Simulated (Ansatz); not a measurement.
Scan of CH4⁺, doublet

Starting geometry (PBE0/def2-TZVP stationary point for this spin, not checked as a minimum):

```xyz
5

C     0.0000    0.0000    0.0000
H     0.3646    0.7500    0.7480
H    -0.3742   -0.7450    0.7482
H    -0.3622    0.7462   -0.7529
H     0.3718   -0.7512   -0.7433
```

From there H4 moves along the line of the two atoms named below, all else staying in place; atoms are numbered as listed. Energies are in kcal/mol, counted from the starting geometry at the same level. Kohn–Sham curves are unrestricted where that lies lower.

Basis 6-31G; Ansatz 0.2.0. Only valence electrons are correlated (noble-gas cores frozen).

Full CI is exact within this basis and frozen core; it isn't the basis-set limit.

| distance C1-H4 (Å) | BLYP |
| --- | --- |
| 0.878 | 34.4 |
| 1.001 | 6.9 |
| 1.120 | 0.0 |
| 1.223 | 2.0 |
| 1.343 | 8.7 |
| 1.557 | 24.2 |
| 1.802 | 39.7 |
| 2.025 | 49.4 |
| 2.447 | 59.1 |
| 2.974 | 64.1 |
| 3.732 | 65.7 |

Q: Estimate the full CI curve in 6-31G from this one, knowing how BLYP errs.

A: The computed full CI values, in kcal/mol from the starting point, and the error of BLYP against them:
```
distance C1-H4 (Å)  full CI  BLYP less full CI
             0.878     34.7               -0.3
             1.001      6.8                0.1
             1.120      0.0                0.0
             1.223      2.2               -0.2
             1.343      9.1               -0.3
             1.557     24.6               -0.4
             1.802     40.0               -0.3
             2.025     49.5               -0.1
             2.447     58.2                0.9
             2.974     61.4                2.7
             3.732     62.5                3.3
```

The error spans 3.7 kcal/mol and is largest, 3.3 kcal/mol, at 3.732 Å.

In so small a basis the reference is far from its limit while semilocal and hybrid functionals are nearer theirs, so the functionals' errors here hold much of the reference's basis and frozen-core error, which can add to them or hide them.
